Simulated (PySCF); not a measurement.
```xyz
8

C     -1.0060    -0.1843     0.0899
O      0.3008    -0.7405    -0.0534
C      1.2901     0.1458    -0.1183
O      1.1688     1.3345    -0.0672
H     -1.0725     0.4011     1.0077
H     -1.6867    -1.0312     0.1266
H     -1.2411     0.4601    -0.7580
H      2.2467    -0.3855    -0.2273
```

Charge 0, multiplicity 1.

Task: Give the Mulliken and meta-Löwdin atomic charges from PBE0-D3(BJ)/def2-TZVP (PySCF).

Result: 
| atom | Mulliken (e) | meta-Löwdin (e) |
|---|---|---|
| C1 | -0.22 | -0.14 |
| O2 | -0.21 | -0.33 |
| C3 | 0.22 | 0.42 |
| O4 | -0.31 | -0.44 |
| H5 | 0.14 | 0.13 |
| H6 | 0.14 | 0.14 |
| H7 | 0.14 | 0.13 |
| H8 | 0.10 | 0.10 |
